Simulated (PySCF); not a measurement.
# C3H4: magnetic properties

An exercise on one series of results from a longer session: the logs are not shown, and one member is left open.

Computed with PySCF 2.14.0 and routines of our own; the level stands in each step. Atoms count from 0.

## The starting structure

7 atoms, charge 0, multiplicity 1; geometry from: GFN2-xTB.

Set-up of the first run:

Job settings and geometry (Å):

```
{"job": {"xc": "PBE0", "basis": "def2-SVP", "d3": "d3bj", "grid": 1, "kind": "geom"}, "charge": 0, "multiplicity": 1}
C     -1.293069    -0.002339     0.003280
C      0.000387     0.000064    -0.003531
C      1.293966     0.003548    -0.010953
H     -1.857849     0.621929     0.677129
H     -1.862806    -0.628697    -0.664373
H      1.855612     0.677738    -0.637488
H      1.867094    -0.667338     0.608858
```

Run with:

```console
OMP_NUM_THREADS=1 python excited_run.py task.json out
```

The driver reads the jobs from task.json and runs them one after another.

Steps of the session up to this table: Relaxing the molecule at PBE0-D3(BJ)/def2-SVP; Magnetic properties: GIAO B97-2/pcSseg-2; Magnetic properties: GIAO BHandHLYP/pcSseg-2; Magnetic properties: GIAO HSE06/pcSseg-2; Magnetic properties: GIAO CAM-B3LYP/pcSseg-2; Magnetic properties: GIAO wB97X/pcSseg-2; Magnetic properties: GIAO wB97X-D/pcSseg-2.

One of the session's tables, all rows but one given; the rest of the session is left out.

It belongs to the step «Magnetic properties side by side». 

```
                  level  gap (eV)
    GIAO B97-2/pcSseg-2      7.59
GIAO BHandHLYP/pcSseg-2      9.96
    GIAO HSE06/pcSseg-2      7.12
GIAO CAM-B3LYP/pcSseg-2     10.35
    GIAO wB97X/pcSseg-2     12.47
  GIAO wB97X-D/pcSseg-2         ?
```

**Question.** Estimate the row for GIAO wB97X-D/pcSseg-2.

As computed: gap (eV): 11.57. In the column «gap (eV)» it lies between GIAO CAM-B3LYP/pcSseg-2 (10.35) and GIAO wB97X/pcSseg-2 (12.47).

Caveats from the session: Vibrational averaging and real surroundings are missing from these values.
